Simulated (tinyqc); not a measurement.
Inside a calculation. Method: Pariser-Parr-Pople SCF with singles CI, for the molecule C=Cc1c[cH+]1 (SMILES; centres numbered as the heavy atoms are written). One step of it, computed by the program tinyqc.

Task: Iteration 2: orbitals and new P. Diagonalise F (the basis is taken as orthonormal) and form P = 2 sum c c over the lowest orbitals.

F (eV):
```
           1C         2C          3C          4C          5C
1C  -9.324618  -4.434691   -0.519844    0.333519    0.392537
2C  -4.434691  -9.950866   -3.393160    0.213087    0.241031
3C  -0.519844  -3.393160  -10.615902   -3.652175   -3.671930
4C   0.333519   0.213087   -3.652175  -10.425143   -4.049464
5C   0.392537   0.241031   -3.671930   -4.049464  -10.489392
```

pi electrons, sum of z_r less the charge = 4

Give: orbital energies; P after iteration 2.

Result:

orbital energies (eV): -18.562  -14.645  -7.139  -6.407  -4.053

P after iteration 2:
```
        1C      2C     3C      4C      5C
1C   0.764   0.875  0.261  -0.230  -0.240
2C   0.875   1.039  0.454  -0.110  -0.120
3C   0.261   0.454  0.750   0.575   0.577
4C  -0.230  -0.110  0.575   0.716   0.724
5C  -0.240  -0.120  0.577   0.724   0.732
```
